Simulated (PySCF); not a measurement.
## `O=[O+][O-]`, O₃

Geometry:
```tsv
atom	x (Å)	y (Å)	z (Å)
O1	-0.888	-0.246	0.556
O2	-0.015	0.419	-0.009
O3	0.915	-0.176	-0.559
```

Computed, not measured: PySCF 2.14.0, GIAO B3LYP/IGLO-III magnetisability, rotational g tensor and spin-rotation constants, non-relativistic, gas phase. Geometry: PBE0-D3(BJ)/def2-SVP.

Problem. Give the nuclear spin-rotation constants along the inertial axes (H = +C I·J) beside the isotropic shieldings.

Solution. Rotational constants 119.3156, 14.0392, 12.5612 GHz. A star marks the isotopologue with that one atom substituted, in its own axes.
| atom | isotope | Caa (kHz) | Cbb (kHz) | Ccc (kHz) | mean (kHz) | σ (ppm) |
| --- | --- | --- | --- | --- | --- | --- |
| O1 | 17O* | -317.732 | -19.795 | -4.492 | -114.007 | -1427.1 |
| O2 | 17O* | -267.134 | -12.724 | -3.470 | -94.443 | -1028.1 |

For the geometry as given, no vibrational averaging.
